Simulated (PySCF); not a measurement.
Compound: 1,3,4-oxdiazole, C2H2N2O.
SMILES with atom numbers: `[cH:1]1[n:2][n:3][cH:4][o:5]1`

Structure used (PBE0-D3(BJ)/def2-SVP), in Å, numbered top down from 1:
```xyz
7
C2H2N2O angstrom
C     -0.903    0.218    0.454
N     -0.282   -0.740    1.049
N      0.884   -0.936    0.345
C      0.871   -0.081   -0.617
O     -0.233    0.688   -0.613
H     -1.862    0.667    0.706
H      1.615    0.081   -1.393
```

Probes without a nucleus sit at each ring's centroid and 1 Å off its mean plane on both sides; NICS is minus the shielding there, NICSzz its component along the normal. Level: GIAO PBE0/pcSseg-1 (PySCF, non-relativistic, gas phase) on the PBE0-D3(BJ)/def2-SVP geometry, one conformer.

Ring bond lengths (Å), with Mayer bond orders in brackets: C1–N2 1.287 (1.73), N2–N3 1.376 (1.15), N3–C4 1.287 (1.73), C4–O5 1.345 (1.09), O5–C1 1.345 (1.09).

Task: Give the NICS values of each ring in ppm.

Result: 
```
          ring                                                       type  NICS(0)  NICS(1), two faces  NICS(1)zz, two faces  rms pucker (Å)  centre to ring atoms, mean (Å)
C1–N2–N3–C4–O5  5-membered ring with 2 N and O; formal bonds all aromatic    -11.6       -11.1 / -11.1         -30.0 / -30.0            0.00                            1.13
```

Task: What can be read from them?

Result: 
- C1–N2–N3–C4–O5: mean NICS(1)zz -30.0 ppm, shielded. The ring is flat and has no four-coordinate atom; by the NICS criterion it is aromatic.

Task: How equal are the bonds by HOMA? Use HOMA with the parameters of Krygowski (1993).

Result: 
- C1–N2–N3–C4–O5: HOMA 0.39; the largest term is that of C4–O5, α(R − Ropt)² = 1.02.

Task: Give the inner angles of the rings and the Hirshfeld charges of the ring atoms.

Result: 
- C1–N2–N3–C4–O5: C1 112.8° (+0.088 e), N2 106.2° (-0.147 e), N3 106.2° (-0.147 e), C4 112.7° (+0.088 e), O5 102.2° (-0.062 e); sum 540.0° against 540° for a flat convex ring.

Task: How do the values depend on the level or the medium?

Result: 
```csv
level,"NICS(0), C1–N2–N3–C4–O5","mean NICS(1)zz, C1–N2–N3–C4–O5"
"PBE0/pcSseg-1, gas",-11.6,-30.0
"mPW1PW91/pcSseg-2, gas",-11.2,-30.1
"PBE0/pcSseg-1, IEF-PCM chloroform",-11.5,-29.7
"PBE0/pcSseg-1, IEF-PCM cyclohexane",-11.5,-29.8
```

The geometry is the same throughout; the continuum's cavity takes Bondi-type radii × 1.2.
